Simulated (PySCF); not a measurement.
## Bond length, frequency and bond energy of AlCl by level of theory

State: ¹Σ⁺ (singlet), closed shell. Set-up: basis Al 6-311G(d,p), Cl 6-311G(d,p); no relativity; PySCF 2.14. De refers to Al + Cl in their high-spin ground configurations, without counterpoise correction. A positive dipole means Al(−)Cl(+).

| Level | Re (Å) | ωe (cm⁻¹) | De (eV) | μ (D) |
| --- | --- | --- | --- | --- |
| RHF | 2.157 | 472 | 3.94 | -2.09 |
| RHF-MP2 | 2.136 | 491 | 4.95 | n/a |
| RHF-SCS-MP2 | 2.141 | 486 | 4.83 | n/a |
| RHF-CCSD | 2.137 | 492 | 4.75 | n/a |
| RHF-CCSD(T) | 2.138 | 491 | 4.84 | n/a |
| PBE | 2.175 | 449 | 5.14 | -1.99 |
| PBEsol | 2.162 | 459 | 5.37 | -1.89 |
| PW91 | 2.173 | 450 | 5.17 | -1.99 |
| r²SCAN | 2.155 | 468 | 5.14 | -1.78 |
| PBE0 | 2.156 | 467 | 5.05 | -1.97 |
| M06 | 2.155 | 469 | 5.29 | -1.99 |
| ωB97X | 2.150 | 471 | 5.11 | -2.04 |

Question: Which functional lies closest to RHF-CCSD(T) in De, which farthest, and by how much do they differ from it?

Answer: Closest is PBE0 (+1.8 pm in Re, -4.9 % in ωe, +0.21 eV in De against RHF-CCSD(T) in the same basis), farthest PBEsol (+2.4 pm in Re, -6.5 % in ωe, +0.53 eV in De). CCSD(T) converges more slowly with the basis than the functionals do and binds too weakly in this one, so the order can change at the basis-set limit.

Question: What does a quarter of exact exchange do here, going from PBE to PBE0?

Answer: PBE0 less PBE: -1.9 pm in Re, +4.0 % in ωe, -0.09 eV in De. Exact exchange removes part of the self-interaction that spreads semilocal densities, and in most molecules shortens and stiffens the bond and lowers De; so it does here.

Question: What does the step from GGA to meta-GGA do here, going from PBE to r²SCAN?

Answer: r²SCAN less PBE: -2.0 pm in Re, +4.2 % in ωe, +0.00 eV in De. 

Measured (Huber and Herzberg, Constants of Diatomic Molecules (1979)): Re = 2.130113 Å, ωe = 481.3 cm⁻¹.

Correlated steps freeze 10 core orbitals. Where the molecule has an RHF reference, its open-shell atoms are computed with UHF.

The whole job (state search and all levels along the bond) took about 1.4 min on 1 thread of Oxide Virtual Turin-like (shared host), peak memory 0.57 GiB.
